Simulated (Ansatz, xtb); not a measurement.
## Ranking isomers of CH5F2N2O+

3 gas-phase structures of CH5F2N2O+, found in a search over its isomers (lower ones may exist). Each was relaxed with GFN2-xTB; where two conformers were screened, the lower at r2SCAN-D4/def2-SVP is listed:

A. `NOC([NH3+])(F)F`, a singlet
B. `[NH3+]NC(O)(F)F`, a singlet
C. `N[NH2+]C(O)(F)F`, a singlet

Which do you expect lowest at r2SCAN-D4/def2-SVP, and how would the others follow?

Calculated order at r2SCAN-D4/def2-SVP: B (0.0), C (11.4), A (65.9) kJ/mol.

Energies above the lowest of each column, in kJ/mol; the last columns are at PBE0-D3(BJ)/def2-SVP geometries (a dash: not run or not comparable):

| structure | GFN2-xTB | HF/STO-3G | r2SCAN-D4/def2-SVP | PBE0-D3(BJ)/def2-SVP | CCSD(T)/def2-SVP + ΔMP2/def2-TZVPP |
| --- | --- | --- | --- | --- | --- |
| B | 0.0 | 34.6 | 0.0 | 0.0 | 0.0 |
| C | 39.1 | 49.3 | 11.4 | 15.5 | 10.3 |
| A | 103.5 | 0.0 | 65.9 | 70.3 | – |

CCSD(T)/def2-SVP + ΔMP2/def2-TZVPP puts B lowest of those it was run on; HF/STO-3G picks A. Flexible structures stand in one conformer each, not always the lowest. Frequencies (PBE0-D3(BJ)/def2-SVP) were run for B, C alone. ΔMP2 is the change of the MP2 energy from the smaller to the larger basis.

Programs: Ansatz 0.2.0, xtb 6.7.1.
